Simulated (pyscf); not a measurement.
# Hydrogen abstraction: H₃C–CH₂–Br + CH₃• → •H₂C–CH₂–Br + CH₄

Gas phase, doublet surface, charge 0. Bonds broken: C1–H4. Bonds formed: H4–C9. Single points on ωB97X-D3(BJ)/def2-SVP structures (PySCF, gas phase).

Transition state (Å):

```xyz
12

C      0.7642     0.6155     0.3445
C      0.3528     2.0496     0.4774
Br     1.8002     3.1536     1.2000
H     -0.2760    -0.0313    -0.1444
H      0.9747     0.1174     1.3008
H      1.5657     0.4434    -0.3867
H     -0.4894     2.1805     1.1695
H      0.0941     2.5013    -0.4892
C     -1.3707    -0.6870    -0.6545
H     -1.6949    -0.0768    -1.5070
H     -0.9948    -1.6771    -0.9405
H     -2.0951    -0.7127     0.1693
```

One imaginary mode, 1778i cm⁻¹; descent along it reached the two sides named.

| bond | change | reactant side (Å) | saddle | product side |
|---|---|---|---|---|
| C1–H4 | breaks | 1.102 | 1.319 | 3.0 |
| H4–C9 | forms | 3.0 | 1.374 | 1.099 |

Electronic energies relative to the separated reactants (kJ/mol):

```
level                   barrier  reaction energy  reverse barrier
----------------------  -------  ---------------  ---------------
ωB97X-D3(BJ)/def2-TZVP     54.3            -23.2             77.5
PBE/def2-TZVP              28.1            -33.7             61.8
r²SCAN/def2-TZVP           43.0            -27.8             70.8
B3LYP-D3(BJ)/def2-TZVP     44.4            -29.7             74.1
PBE0-D3(BJ)/def2-TZVP      41.9            -26.2             68.1
M06-2X/def2-TZVP           57.4            -25.1             82.4
ωB97M-D3(BJ)/def2-TZVP     58.6            -23.9             82.5
HF/def2-TZVP              120.8            -14.8            135.6
```

With ωB97M-D3(BJ)/def2-TZVP energies and thermal terms (ideal gas, 1 atm, RRHO with modes under 100 cm⁻¹ raised to 100, one conformer, R ln 2 for chiral ones without a mode under 150 cm⁻¹), in kJ/mol:

| T (K) | ΔH‡ | ΔG‡ | ΔH | ΔG |
|---|---|---|---|---|
| 298 | 52.3 | 90.5 | -22.4 | -22.0 |
| 600 | 53.9 | 128.9 | -22.8 | -21.6 |
| 900 | 57.1 | 165.7 | -23.1 | -20.9 |
| 1200 | 60.7 | 201.4 | -23.3 | -20.1 |

This saddle turned up in a search for another step; its sides and bond changes are read from the two ends of the descent. This is the saddle that the search found; another between the same sides may lie lower. The angle at the transferred H is 179°. Elements up to Kr have no core potential and no relativistic terms here.
